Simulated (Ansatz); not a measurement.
Rock-salt TlBr (metastable phase)

Level of theory: LDA (Ansatz, a program for electronic structure, PAW).

Run with plane-wave cutoff 500 eV, 8×8×8 k mesh, gaussian smearing 0.02 eV, scalar-relativistic PAW data made under PBE.

Cell (relaxed at this level):

Space group Fm-3m (No. 225); a = b = c = 6.4207 Å, α = β = γ = 90.00°

```csv
atom,site,symmetry,x,y,z
Tl,4a,m-3m,0.0000,0.0000,0.0000
Br,4b,m-3m,0.5000,0.5000,0.5000
```
(The calculation used a cell of 2 atoms; values per cell refer to that cell.)

* **band gap**: 1.49 eV (on the SCF k mesh)

Note: the relaxation could not lower the start's symmetry, so the cell can be a saddle point above a distorted one.

Spin–orbit coupling is not included; with these elements it can move the gap by several tenths of an eV or more.

Computed values are for the static lattice.

It cost around 11 core-seconds (rough) of CPU time.
